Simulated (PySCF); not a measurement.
## [SO2]+, doublet: molecular constants

All numbers come from UPBE0 in PySCF with S def2-TZVP, O def2-TZVP; no relativity; density-fitted integrals.

The structure is a minimum.

```xyz
3
charge 1 multiplicity 2, angstrom
S     0.2852    0.0000    0.0000
O    -0.2848    1.2981    0.0000
O    -0.2848   -1.2981    0.0000
```

- Point group: C2v
- Bond lengths: S–O 1.418 Å (×2)
- Bond angles: O–S–O 132.6°
- Lowest empty level (β): -14.75 eV
- Rotational symmetry number: 2
- Rotational constants: 3.245, 0.3127, 0.2852 cm⁻¹
- Dipole moment about the centre of mass: 1.27 D
- Zero-point energy: 17.5 kJ/mol
- Enthalpy at 298.15 K above 0 K: 10.75 kJ/mol
- Principal polarisabilities: 13.0, 15.7, 31.4 bohr³
- Heat capacity Cp at 298.15 K: 40.7 J/(mol K)
- Highest occupied level (α): -18.91 eV
- Entropy at 298.15 K and 1 bar (electronic part: spin only): 253.6 J/(mol K)
- Spin squared ⟨S²⟩: 0.758
- Principal quadrupole moments (Buckingham, traceless) about the centre of mass: -0.75, 0.29, 0.46 D Å

Harmonic modes (masses in u: S 31.972, O 15.995):
| symmetry | ω (cm⁻¹) | IR (km/mol) |
| --- | --- | --- |
| a1 | 424 | 18.8 |
| a1 | 1154 | 0.1 |
| b2 | 1346 | 4.5 |

In C2v the vibrations span 2a1 + b2. Here b1 is antisymmetric to the molecular plane and b2 lies in it.

Charges (e):
```csv
atom,Mulliken,Löwdin,polar tensor,spin (Mulliken),Mayer order to S1
S1,1.04,0.95,0.92,0.35,–
"O2,3",-0.02,0.02,0.04,0.32,2.11
```

Mulliken populations on S1: s 5.64, p 8.60, d 0.65, f 0.07.

Outer orbital energies (eV). α occupied: -27.10, -23.51, -23.12, -22.96, -19.97, -19.97, -18.91; empty: -11.98, -8.03, -4.88, -0.71. β occupied: -26.02, -22.71, -22.49, -22.25, -19.78, -19.26; empty: -14.75, -11.41, -7.63, -4.21.

Other isomers or separated fragments may lie lower.

The final relaxation and frequency run took 14 s on 4 threads of a shared Arm Neoverse V2 host, with 99 basis functions and 9 gradients; the process peaked at 0.9 GiB.
